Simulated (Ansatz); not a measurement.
# CH₄OSi (built from SMILES O=C[SiH3]): a reaction path by the nudged elastic band

Aim: the minimum-energy path between two given structures and its highest point. Both ends were relaxed at PBE0-D4 in triple zeta.

Program: Ansatz 0.2.0, Gaussian basis. Level of theory: PBE0-D4/def2-SVP. These are calculated values, not measurements.

10 further runs of the same task are left out: 10 set aside as unsound or not needed.

## Step 1: The starting structure

The first end: 7 atoms, charge 0, spin multiplicity 1.

Atoms are counted from 1 here; the program's logs count them from 0.

Bond lengths: H1–H6 0.821 Å, Si2–C3 1.945 Å, Si2–H7 1.513 Å, C3–H4 1.121 Å, C3–O5 1.207 Å. Angles: C3–Si2–H7 96.2°, Si2–C3–H4 114.9°, Si2–C3–O5 125.9°, H4–C3–O5 119.0°.

Coordinates:

```xyz
7
charge 0, multiplicity 1
H     0.25369   -0.70696    1.14738
Si    0.42215   -0.87781   -0.63097
C    -0.56928    0.78502   -0.44893
H    -0.21721    1.61868   -1.11094
O    -1.55744    0.94970    0.22377
H    -0.07318   -1.43239    0.94571
H     1.74137   -0.33634   -0.12612
```

The second end:

```mol
CH4OSi
  3D, bonds by distance, orders not assigned

  7  6  0  0  0  0  0  0  0  0999 V2000
   -1.6335    0.0585    1.0633 H   0  0
    0.8294   -0.6719   -0.2082 Si  0  0
   -0.3434    0.6050   -0.2347 C   0  0
   -0.2008    1.4124   -0.9494 H   0  0
   -1.5290    0.7476    0.4003 O   0  0
    0.7707   -1.7253    0.8290 H   0  0
    2.1066   -0.4263   -0.9003 H   0  0
  1  5  8  0
  2  3  8  0
  2  6  8  0
  2  7  8  0
  3  4  8  0
  3  5  8  0
M  END
```

## Step 2: The band at PBE0-D4/def2-SVP

The input, neb/in.yaml:

```yaml
crystal:
  periodic: [false, false, false]
  atoms:
    - {symbol: H, position_ang: [0.253690, -0.706955, 1.147380]}
    - {symbol: Si, position_ang: [0.422150, -0.877812, -0.630972]}
    - {symbol: C, position_ang: [-0.569278, 0.785021, -0.448929]}
    - {symbol: H, position_ang: [-0.217211, 1.618675, -1.110935]}
    - {symbol: O, position_ang: [-1.557437, 0.949700, 0.223770]}
    - {symbol: H, position_ang: [-0.073181, -1.432388, 0.945705]}
    - {symbol: H, position_ang: [1.741369, -0.336341, -0.126118]}
basis:
  gaussian: {orbitals: def2-SVP}
hamiltonian: {xc: pbe0, dispersion: d4}
neb:
  images: 5
  climbing: true
  max_iterations: 40
  initial_path: idpp
  final_atoms:
    - {symbol: H, position_ang: [-1.633537, 0.058484, 1.063280]}
    - {symbol: Si, position_ang: [0.829439, -0.671911, -0.208228]}
    - {symbol: C, position_ang: [-0.343382, 0.604956, -0.234688]}
    - {symbol: H, position_ang: [-0.200791, 1.412391, -0.949389]}
    - {symbol: O, position_ang: [-1.528956, 0.747550, 0.400257]}
    - {symbol: H, position_ang: [0.770710, -1.725258, 0.828973]}
    - {symbol: H, position_ang: [2.106615, -0.426312, -0.900306]}
```

The run is started by

```sh
> ansatz run in.yaml --threads 2 --pin off --events-out ev --progress --plain --max-ram 4352MiB
```

Before running it: what results should come out? Wanted: from earlier runs: barrier over the separately found saddle, CCSD(T)/def2-TZVPP.

**Answer**, as computed:

| quantity | value |
| --- | --- |
| PBE0-D4/def2-SVP, 14 iterations | highest 0.067 eV (image 2), last end -1.203 eV |
| from earlier runs: barrier over the separately found saddle, CCSD(T)/def2-TZVPP | 0.205 eV |

**Reading.** The highest image lies 0.067 eV above the first end, and it climbed, so it estimates the saddle. The ends are not quite minima at this level (largest force component 0.52 eV/Å), so the heights are unreliable: relaxing the first end would lower it and raise the barrier above it. The highest image is 0.138 eV below the CCSD(T) barrier in triple zeta, which comes from separate runs on the saddle.
